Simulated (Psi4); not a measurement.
This Psi4 input (MP2/cc-pVQZ) gives -40.42622 Eh with 175 basis functions.

```
memory 8100 MB

molecule {
0 1
C    -0.00000000    0.00000000   -0.00000000
H     0.62054657    0.62688914    0.63896175
H    -0.64285838   -0.62489528    0.61852983
H     0.63693263   -0.63278043   -0.61664082
H    -0.61462083    0.63078657   -0.64085076
}

set {
  basis cc-pvqz
  scf_type df
  freeze_core true
}

energy('mp2')
print_variables()
```

Change:
```diff
- basis cc-pvqz
+ basis pcseg-3
```

What does the run give now?

-40.42499 Eh (MP2/pcseg-3, 192 functions), a change of +1.23 mEh.
